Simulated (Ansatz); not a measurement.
Body-centred tetragonal In was calculated with LDA in Ansatz (plane waves, PAW).

Input file:

Ansatz 0.2 input:
```yaml
crystal:
  lattice:
    - [-1.62547, -1.62547, -2.4737]
    - [1.62547, 1.62547, -2.4737]
    - [-1.62547, 1.62547, 2.4737]
  atoms:
    - { symbol: In, position: [0.0, 0.0, 0.0] }
basis:
  ecutwfc: 520
  ecutrho_ratio: 4
  xc_grid: 2
kpoints:
  mp_grid: { grid: [24, 24, 24] }
hamiltonian:
  xc: lda
  dispersion: none
  pseudopotentials: { kind: paw }
scf:
  occupations: { method: fermi_dirac, width: 0.05 }
  convergence: { dr2_threshold: 0.0000000001 }
output:
  forces: false
  stress: true
  eigenvalues: true
```

Q: How many irreducible k-points, plane waves at Γ does the program set up, and what pressure does the run end with?

A: 1063 irreducible k-points, 717 plane waves at Γ; P = -2.61 GPa, so the cell is stretched and would shrink at this level.

From the output:

```
Crystal: 1 atoms, lattice volume = 26.144 Å³
Basis set: ecut = 520 eV, 717 PW (Γ), exchange–correlation on 54×54×54 points (8 copies of the dense FFT grid, shifted against one another)
Bands: 11, of which v1, the nominal top of the filled ones, is band 7 counted from 1 (6 counted from 0)
Symmetry: 16 space group operations
Space group: I4/mmm (ITA 139), of the structure as read, at distance tolerance 3.0e-5 Å
k-points: 1063 of 13824
Functional: x = slater, c = lda
SCF iter   1: F=—  HF=-5457.156532 eV  |F-HF|=—  |Δ(HF+E_count)|=         —  Δρ=7.17e-3  dr2=7.64e-3
SCF iter   2: F=—  HF=-5457.152954 eV  |F-HF|=—  |Δ(HF+E_count)|=   3.58e-3  Δρ=2.96e-3  dr2=1.27e-3
  ...
SCF iter   6: F=—  HF=-5457.152496 eV  |F-HF|=—  |Δ(HF+E_count)|=   2.88e-7  Δρ=5.75e-7  dr2=2.79e-11
SCF iter   7: F=-5457.152496 eV  HF=-5457.152496 eV  |F-HF|=1.82e-12  |Δ(HF+E_count)|=  8.00e-11  Δρ=5.81e-8  dr2=4.56e-13
SCF 1 converged in 7 iterations: F = -5457.152496 eV  dr2 = 4.56e-13
SCF converged after 7 iterations
Free energy (F): -5457.152496 eV
Internal energy: -5457.149344 eV  (E = F + TS)
E sigma→0 (E₀):  -5457.150920 eV
Fermi energy:    9.880667 eV
--- Stress (GPa, compression-positive) ---
       -2.689046       0.000000       0.000000
        0.000000      -2.689046       0.000000
        0.000000       0.000000      -2.439388
  P = ⅓ Tr σ = -2.6058 GPa (-26.058 kbar)
```

The PAW data were made under PBE.

Note: cell and atoms aren't relaxed at this level (pressure -2.6 GPa).

Ansatz is a quantum-chemistry and plane-wave program.
